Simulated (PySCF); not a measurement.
**TDDFT excited states: C4H5P**

C₄H₅P.
Structure used (GFN2-xTB), in Å, numbered top down from 1:
```xyz
10
C4H5P angstrom
C     -2.1424    0.0726   -0.0474
C     -0.8329    0.1203   -0.2429
P      0.3645   -0.4361    1.0242
C      1.8623    0.4667    0.4429
C      1.8281   -0.7396   -0.0546
H     -2.5563   -0.3001    0.8757
H     -2.8511    0.3992   -0.7921
H     -0.4180    0.4957   -1.1732
H      2.4176    1.3764    0.4981
H      2.3371   -1.4504   -0.6667
```

Method: TDDFT B3LYP/def2-SVPD, vertical, gas phase, core orbitals frozen in the response in PySCF.

**Question.** Predict the UV-vis stick spectrum at this level.

**Answer.** 

```csv
state,E (eV),E (kJ/mol),λ (nm),f,|μ| (D),symmetry,"main configurations (H = HOMO, L = LUMO)"
S1,4.57,441,271.0,0.0052,0.55,A″,H→L (97%)
S2,5.07,489,244.5,0.041,1.45,A′,"H-1→L (78%), H-1→L+1 (16%)"
S3,5.21,503,237.9,0.0005,0.16,–,H→L+1 (97%)
S4,6.12,590,202.6,0.133,2.40,A′,"H-1→L+1 (68%), H→L+2 (18%)"
S5,6.41,618,193.6,0.0012,0.23,–,"H-2→L (74%), H→L+3 (15%)"
S6,6.58,635,188.4,0.023,0.96,A″,"H→L+3 (77%), H-2→L (12%)"
S7,6.63,640,187.0,0.250,3.15,A′,"H→L+2 (75%), H-1→L+1 (12%)"
S8,6.67,644,185.9,0.0014,0.23,–,H-1→L+2 (89%)
```

Triplets, Tamm–Dancoff:

| state | E (eV) | λ (nm) | main configurations (H = HOMO, L = LUMO) |
| --- | --- | --- | --- |
| T1 | 3.81 | 325.6 | H→L (85%) |
| T2 | 3.99 | 310.8 | H-1→L (81%), H-1→L+1 (8%) |
| T3 | 4.59 | 270.2 | H→L+1 (88%) |

The lowest singlet comes at 271 nm (441 kJ/mol) in the ultraviolet; it is weak; its leading configuration is HOMO→LUMO (97%). The strongest level in the table is S7 at 6.63 eV (187 nm, f = 0.250). Löwdin shares by element: HOMO phosphorus 46%, carbon 46% or more; LUMO carbon 77% (atoms not listed hold the other 23%). Orbital energies (eV): HOMO-3 -8.78, HOMO-2 -8.76, HOMO-1 -7.02, HOMO -6.64, LUMO -1.06, LUMO+1 -0.32, LUMO+2 0.69. The listed states span 2.10 eV, and the widest gap between neighbours is 0.91 eV (S3 to S4). Of the 8 states listed, 4 reach f = 0.01 and none stays under 0.0005. Symmetry labels in Cs follow from the direction of the transition dipole and are given only for states with f of 0.002 or more. Only the lowest 8 singlets were computed, as vertical energies without vibronic structure.

One conformer stands for the species.
